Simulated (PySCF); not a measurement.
Bonds: B1-C2 1.519 Å, C2-O3 1.132 Å. B1 carries H4, H5, H6.

Theoretical values (PySCF 2.14): geometry: PBE0-D3(BJ)/def2-SVP, σ from GIAO-KT2/pcSseg-1. Non-relativistic Hamiltonian, averaged over atoms made equivalent by symmetry, fast rotation or ring inversion, no solvent model, single conformer.

δ = σ(ref) − σ, references computed at the same level: 13C (σref 183.22) and 1H (σref 31.18) against TMS; BF3·OEt2 for 11B (σref 99.90); 17O (σref 330.66) vs H2O.

```
   atoms  nucleus  count  δ (ppm)
      O3      17O      1    353.7
H4/H5/H6       1H      3        ?
      B1      11B      1    -61.3
      C2      13C      1        ?
```

Task: Estimate the values marked ?.

Result: 
- C2: 177.7 ppm, carbon bonded to B, O
- H4/H5/H6: 1.57 ppm, hydrogen on a boron bonded to C

Hydrogens on boron are broadened and split by 11B (spin 3/2, 80 %) and 10B (spin 3). A carbon bonded to boron is broadened by the quadrupolar boron nucleus and is often missing from a measured spectrum. Shifts are as computed. Against solution values, carbons near 30 ppm lie about +2 ppm off and those near 130 ppm about -5 ppm. Of 1211 compounds with measured shifts, 218 miss one by over three times the rms of a fit or turn the order of signals round; such compounds aren't used in these exercises. Unscaled 17O shifts of doubly bonded oxygen tend to come out too high, by tens of ppm or more. Experimental scales use liquid or dissolved standards, which lie at an offset from isolated H2O (liquid H2O: subtract about 36 ppm).
